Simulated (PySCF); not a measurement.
Ionisation energy of Si by level of theory

Si [Ne] 3s2 3p2 (3P) → Si⁺ [Ne] 3s2 3p1 (2P), as a difference of total energies. Calculation: PySCF 2.14, in aug-cc-pCVTZ-DK (8s7p5d3f, 75 functions); the spin-free X2C one-electron Hamiltonian (Gaussian nucleus). Correlated levels: valence: [Ne] frozen; valence and next inner shell: 1s2 frozen; nothing frozen. The calculations carry no spin-orbit coupling.

```
                                method  ionisation energy (eV)
                                   UHF                   7.628
                                   LDA                   8.225
                                  PBE0                   8.208
                                r2SCAN                   8.309
                                 B97-3                   8.035
                             CAM-B3LYP                   8.099
                                   M06                   7.921
                         MP2 (valence)                   8.040
                     SCS-MP2 (valence)                   7.951
    MP2 (valence and next inner shell)                   8.038
SCS-MP2 (valence and next inner shell)                   7.951
                   MP2 (all electrons)                   8.040
               SCS-MP2 (all electrons)                   7.953
```

Task: Estimate what PBE gives.

Result: 8.188 eV, closest to PBE0 among the rows shown.

Task: Estimate what wB97X-V gives.

Result: 8.022 eV, closest to B97-3 among the rows shown.

Errors of the correlated levels include the incompleteness of this basis and the frozen core.

For comparison: 8.157 eV (measured; NIST levels, between the centres of gravity of the two terms).
